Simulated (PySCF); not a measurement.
Gas-phase reaction: 3 SiH₂ + 2 SiHCl₂ → 4 SiH₂Cl + Si

Energies from PySCF (xtb for GFN2), thermal terms from the rigid-rotor harmonic-oscillator model, ideal gas at 1 bar. † marks an energy on the PBE0/def2-TZVP geometry and frequencies; other levels use their own. MP2 freezes the core. 6-31G* has spherical d functions here. Open shells (unrestricted): SiHCl₂ (multiplicity 2), SiH₂Cl (multiplicity 2), Si (multiplicity 3, electronic degeneracy 9); the rest are closed-shell singlets. GFN2 has no spin-polarisation term. Spin-orbit splitting is ignored; it lowers the true energy and changes the entropy of Si. SiHCl₂, SiH₂Cl: computed as isolated molecules; such fragments, hydroxides, amides, oligomers or adducts are transient or little studied in the gas. MP2 isn't extrapolated to the basis-set limit; its ΔH°(298 K) is -2.8 kJ in def2-SVP and 14.0 kJ in def2-TZVPP. The harmonic model lacks anharmonicity and excited electronic states, which grow with temperature; levels with a mode under 35 cm⁻¹ are left out.

| level | ΔE electronic, kJ | ΔH°(298 K), kJ | ΔS°(298 K), J/K | ΔG°(1400 K), kJ |
|---|---|---|---|---|
| GFN2-xTB | 125 | 142 | 5 | 130 |
| HF/6-31G* | -117 | -97 | 3 | -100 |
| HF/def2-TZVP† | -120 | -101 | 2 | -104 |
| MP2/def2-TZVPP† | -4 | 14 | 2 | 11 |
| PBE/def2-SVP | 12 | 30 | 1 | 28 |
| PBE0/def2-SVP† | -9 | 10 | 2 | 7 |
| r2SCAN/def2-TZVP† | -37 | -19 | 2 | -21 |
| ωB97M-V/def2-TZVP† | 64 | 82 | 2 | 80 |
| ωB97X-V/def2-TZVP† | 30 | 48 | 2 | 46 |
ΔH° is lowest at HF/def2-TZVP† and highest at GFN2-xTB. No reference value is set beside these.
